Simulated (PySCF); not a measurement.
## Magnesium: a sound run and one with changed settings

Sound run: Mg [Ne] 3s2, Mg⁺ [Ne] 3s1. All numbers are calculated (PySCF 2.14, no relativity, point nucleus, in def2-SVP (4s3p1d, 18 functions)). The sound run starts from symmetry-adapted Hartree-Fock orbitals and uses a fine grid where one is needed.

Changed run: radial step 0.5 in ln r (0.13 in the sound run). This setting is unsound on purpose.

```tsv
species	method	sound run (hartree)	changed run (hartree)	converged
Mg	UHF	-199.53481	-199.53481	yes
Mg	r2SCAN	-199.96225	-199.95826	yes
Mg	M06-2X	-199.98660	-200.00742	yes
Mg⁺	UHF	-199.29272	-199.29272	yes
Mg⁺	r2SCAN	-199.69113	-199.68890	yes
Mg⁺	M06-2X	-199.70013	-199.72247	yes
```

Ionisation energy of Mg:

| method | sound run (eV) | changed run (eV) |
| --- | --- | --- |
| UHF | 6.588 | 6.588 |
| r2SCAN | 7.378 | 7.330 |
| M06-2X | 7.795 | 7.754 |

A coarse radial grid mis-integrates the density and the exchange-correlation energy, with errors of either sign; Hartree-Fock needs no grid.

For comparison, NIST gives 7.646 eV between the lowest levels.
